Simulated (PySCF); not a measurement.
difluoromethane cation (CH₂F₂), SMILES FCF (connectivity only; charge and spin as stated), charge +1, multiplicity 2. Atoms are numbered in the order given.

```xyz
5

F     -1.0869     0.0000     0.2725
C      0.0000     0.0000    -0.4053
F      1.0869     0.0000     0.2725
H      0.0000    -0.8244    -1.2363
H      0.0000     0.8244    -1.2363
```
Charge +1, spin multiplicity 2.

Coordinates come from a B3LYP-D3(BJ)/def2-TZVP optimisation. The spin state was assumed, not searched.

Two levels are set side by side: PBE/pcH-1 (PySCF) and PBE0/pcH-1 (PySCF). Contact hyperfine couplings, same geometry. Differences are taken from unrounded values.

```tsv
quantity	PBE0
A(iso) of 19F, atom F1 (MHz)	120.9
A(iso) of 13C, atom C2 (MHz)	-83.6
A(iso) of 19F, atom F3 (MHz)	120.9
A(iso) of 1H, atom H4 (MHz)	591.8
A(iso) of 1H, atom H5 (MHz)	591.8
```

Problem. What does PBE give, and how far is it from PBE0? (The exact figures need the calculation; the answer reports its results.)

Solution. 
```csv
quantity,PBE,PBE minus PBE0
"A(iso) of 19F, atom F1 (MHz)",48.7,-72.2
"A(iso) of 13C, atom C2 (MHz)",-69.6,14.0
"A(iso) of 19F, atom F3 (MHz)",48.7,-72.2
"A(iso) of 1H, atom H4 (MHz)",560.3,-31.5
"A(iso) of 1H, atom H5 (MHz)",560.3,-31.5
```

Rough cost on one machine, each run with all the roots and properties that it gave: PBE0 against PBE within a factor of 2.
